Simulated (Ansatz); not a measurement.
Mulliken charges of `N[Si]O` from PBE/def2-TZVPP in Ansatz (PBE0-D4/def2-TZVP geometry).

```
atom   x (Å)   y (Å)   z (Å)  charge (e)
  N1  -0.770   0.110  -0.501      -0.330
 Si2   0.653  -0.841  -0.626       0.227
  O3   1.504  -0.399   0.724      -0.326
  H4  -1.487   0.044  -1.208       0.154
  H5  -1.020   0.773   0.220       0.119
  H6   1.162   0.249   1.345       0.156
```

**Question.** By hand: the dipole of these point charges (1 e Å = 4.8032 D).

**Answer.** Σ q r = (-0.257, 0.040, -0.163) e Å, of length 0.307 e Å = 1.47 D.

**Question.** How does the dipole of the full density compare? (Best estimate.)

**Answer.** Computed: (-0.466, 0.411, 0.181) e Å, 3.11 D; the point charges give 0.47 times that, at 58° from its direction.

Point charges leave out the atoms' own dipoles, such as those of lone pairs, and Mulliken's split depends on the basis, so the two needn't agree.
